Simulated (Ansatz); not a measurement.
# ClH3N: the cost of one run

Program: Ansatz 0.2.0, Gaussian basis. Level of theory: PBE0-D4/def2-SVPD. These are calculated values, not measurements.

## (1) The starting structure

The start, a pair relaxed at PBE0-D4: SMILES `[Cl-].N`, 5 atoms, charge -1, spin multiplicity 1.

Atoms are counted from 1 here; the program's logs count them from 0.

Bond lengths: N2–H3 1.015 Å, N2–H4 1.015 Å, N2–H5 1.032 Å. Angles: H3–N2–H4 105.0°, H3–N2–H5 104.2°, H4–N2–H5 104.2°.

Geometry (Å):

```xyz
5
ClH3N
Cl   -0.1676   -0.0431   -2.5457
N    -0.1308    0.2168    0.7965
H     0.8683    0.3266    0.9406
H    -0.3264   -0.7500    1.0375
H    -0.2436    0.2497   -0.2288
```

## (2) The run

md/in.yaml reads:

```yaml
crystal:
  periodic: [false, false, false]
  atoms:
    - {symbol: Cl, position_ang: [-0.167629, -0.043120, -2.545721]}
    - {symbol: N, position_ang: [-0.130806, 0.216827, 0.796468]}
    - {symbol: H, position_ang: [0.868328, 0.326612, 0.940558]}
    - {symbol: H, position_ang: [-0.326402, -0.749991, 1.037485]}
    - {symbol: H, position_ang: [-0.243591, 0.249671, -0.228789]}
basis:
  gaussian: {orbitals: def2-SVPD}
total_charge: -1
hamiltonian: {xc: pbe0, dispersion: d4}
md: {n_steps: 40, timestep: 0.75, temperature: 200, ensemble: nvt_langevin, seed: 976, friction: 0.01, initial_velocities: maxwell_boltzmann}
```

Launch:

```
$ ansatz run in.yaml --threads 2 --pin off --events-out ev --progress --plain --max-ram 5222MiB
```

**Question.** How long does this run take on 2 threads of Intel Xeon Platinum 8488C, shared host?

About 22 s.
